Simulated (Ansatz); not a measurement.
Two isomers of C4H8O2: A = `C1COCCO1`, B = `CC1OCCO1`.

Calculated with Ansatz (gas phase, PBE0-D4/def2-TZVP geometries, no zero-point term in ΔE). CCSD(T)/CBS adds triple-zeta CCSD(T) − MP2 to the extrapolated MP2 energy (def2 sets, frozen cores). DFT in def2-TZVPP. B3LYP here is the variant with VWN-RPA as its local correlation; programs differ in this.

Q: Which isomer does CCSD(T)/CBS put lower? Give the gap. (An estimate is asked.)

A: The calculation gave: B, by 28.4 kJ/mol.

Q: Give E(B) − E(A) in kJ/mol with PBE0-D4, CCSD/def2-TZVPP, HF/def2-TZVPP, CCSD(T)/def2-TZVPP, ωB97M-V, MP2/def2-TZVPP, B3LYP. (An estimate is asked.)

A: Ansatz gave: PBE0-D4 -28.7, CCSD/def2-TZVPP -28.9, HF/def2-TZVPP -32.6, CCSD(T)/def2-TZVPP -29.1, ωB97M-V -29.4, MP2/def2-TZVPP -30.6, B3LYP -28.8. None reverses the order clearly.

Largest T1 diagnostic: 0.011.
